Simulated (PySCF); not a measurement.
Gas-phase thermal properties of BH₂F

Computed with PySCF (xtb for GFN2) and rigid-rotor harmonic-oscillator thermochemistry at 1 bar. 6-31G* has spherical d functions here. All species are closed-shell singlets. B3LYP is the form with VWN-RPA correlation. BH₂F: computed as isolated molecules; such fragments, hydroxides, amides, oligomers or adducts are transient or little studied in the gas. The harmonic model lacks anharmonicity and excited electronic states, which grow with temperature; levels with a mode under 35 cm⁻¹ are left out.

```csv
level,point group,σ,ZPE (kJ/mol),S°298 (J/mol/K),Cp298 (J/mol/K),S°1000 (J/mol/K),H1000 − H298 (kJ/mol)
B3LYP/6-31G*,C2v,2,60.3,222.5,37.1,283.2,37.2
GFN2-xTB,C2v,2,57.0,222.7,39.1,286.0,38.6
HF/6-31G*,C2v,2,63.2,222.1,36.4,281.4,36.4
PBE/def2-SVP,C2v,2,57.8,222.9,37.7,284.8,37.9
PBE0/def2-TZVP,C2v,2,59.2,222.5,37.4,283.8,37.5
```
σ: rotational symmetry number. Electronic degeneracy used: 1. Frequencies are unscaled.
